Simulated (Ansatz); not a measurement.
Compare A (`FC1=CC1Cl`) with its isomer B (`C=C=C(F)Cl`).

Program: Ansatz. Geometries: PBE0-D4/def2-TZVP. ΔE: electronic, gas phase. CCSD(T)/CBS is the MP2 limit (def2-TZVPP, def2-QZVPP) plus CCSD(T) − MP2 in def2-TZVPP, frozen cores. DFT in def2-TZVPP.

(1) Which isomer does CCSD(T)/CBS put lower? Give the gap. (Estimate.)

(2) Give E(B) − E(A) in kJ/mol with MP2/def2-TZVPP, LDA (SPW92), BLYP-D4, r2SCAN-D4, B2PLYP, CCSD(T)/def2-SVP, CCSD(T)/def2-TZVPP. (Estimate.)

(3) Does the order hold for the free energy at 298.15 K (harmonic terms from PBE0-D4)? (An estimate is asked.)

Largest T1 diagnostic: 0.013.

Results:

(1) Computed: B, by 62.2 kJ/mol.

(2) The calculation gave: MP2/def2-TZVPP -50.6, LDA (SPW92) -53.6, BLYP-D4 -83.1, r2SCAN-D4 -63.7, B2PLYP -68.2, CCSD(T)/def2-SVP -60.8, CCSD(T)/def2-TZVPP -65.4. None reverses the order clearly.

(3) Computed: Yes: G(B) − G(A) = -65.6 kJ/mol.

Leaving LDA and LC-ωPBE aside and taking each functional with its dispersion term where it has one, the values, not all of them listed here, spread over 36.1 kJ/mol, from BLYP-D4 to PBE-QIDH. LDA lies +8.2 kJ/mol from PBE without D4. From r2SCAN to r2SCAN0 (25 % exact exchange), in def2-TZVPP and without D4, E(B) − E(A) moves by +9.0 kJ/mol.
